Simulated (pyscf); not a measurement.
PySCF, gas phase, ωB97X-D3(BJ)/def2-SVP geometries.

Problem. What is the homolytic dissociation enthalpy (298 K, ωB97M-D3(BJ)/def2-TZVP) of the C–O bond of `[CH3][C](=[O])[O][C]([CH3])([CH3])[CH3]`, to H₃C–C(O•)=O + H₃C–C•(CH₃)–CH₃?

Solution. C–O to H₃C–C(O•)=O + H₃C–C•(CH₃)–CH₃: 3.80 eV. The 7 functionals that were run give +3.07 (PBE) to +4.04 eV (M06-2X). The radicals are drawn with the spin at the cut bond; how far it spreads was not checked. H₃C–C(O•)=O lies 0.51 eV over its isomer •H₂C–C(=O)–OH (electronic energy, ωB97M-D3(BJ)/def2-TZVP). Other isomers of H₃C–C•(CH₃)–CH₃ were not searched in full and may lie lower.
